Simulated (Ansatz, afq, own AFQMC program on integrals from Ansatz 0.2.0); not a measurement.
YClO⁺, doublet: AFQMC among the cluster methods

```xyz
3

Y     0.0000   -0.3408   -0.4244
O     0.0000    1.1295   -1.8562
Cl    0.0000    0.3450    1.9018
```

Connectivity, by distances: O–Y–Cl.

Basis def2-TZVP with its core potentials. Noble-gas cores (and the filled d shells of Ga–Kr and In–Xe) are frozen. Ansatz 0.2.0 and our own AFQMC program on the same integrals; the CISD trial comes from CCSD amplitudes, and released means the phaseless constraint is let go. Uncertainties: one standard error, sampling alone. No spin–orbit coupling. The metal's outer-core s and p shells are frozen, which shifts wave-function levels against functionals.

Determinant: ROHF, the one that the program's search chose, which needn't be the lowest solution. The geometry is a PBE0/def2-TZVP stationary point of this or a neighbouring charge and spin state.

No full CI on the walks' own integrals is used here. The released AFQMC energy serves as the reference, which it does only where one determinant dominates, the energy is flat over the last release times and near the phaseless one (40 meV or 2 meV an electron, half that with transition metals). On small molecules, where full CI could be run and the noise was under 10 meV, such values lay within 10 meV of it in 19 cases of 20, a flattering rate, since the rule was set on those same cases; what remains of the bias isn't in the error bar.

Cautions: no spin-orbit coupling; outer-core shells of the metal frozen; higher spins were not checked; the released value is read at 1.20 1/Eh with a noise of 14 meV, more than in the cases checked, later times being too noisy (meV from the phaseless value at times in 1/Eh: -2 ± 7 at 0.24, -11 ± 9 at 0.60, -10 ± 14 at 1.20, 26 ± 19 at 1.80, -8 ± 39 at 2.60); released reference can be 30 meV off for metals.

* T1 diagnostic: 0.0233
* weight of the determinant in the CISD state: 0.851
* size of the correlated space: 15 electrons in 98 orbitals

Reference: AFQMC with the constraint released, correlation energy -12.640 ± 0.014 eV.

```tsv
level	E − E(reference) (kJ/mol)	share of correlation (%)
HF	1219.6 ± 1.3	0.00
MP2	114.9 ± 1.3	90.58
CCSD	52.3 ± 1.3	95.71
CCSD(T)	4.4 ± 1.3	99.64
ph-AFQMC/CISD	1.0 ± 1.6	99.92
```

A walk keeps the symmetry of its determinant, which the program's search chose and which needn't be the lowest solution, so a lower state of the same spin and another symmetry isn't excluded. Released energies are given only where the last usable release times agree within the noise; a slower fall can still hide under it.
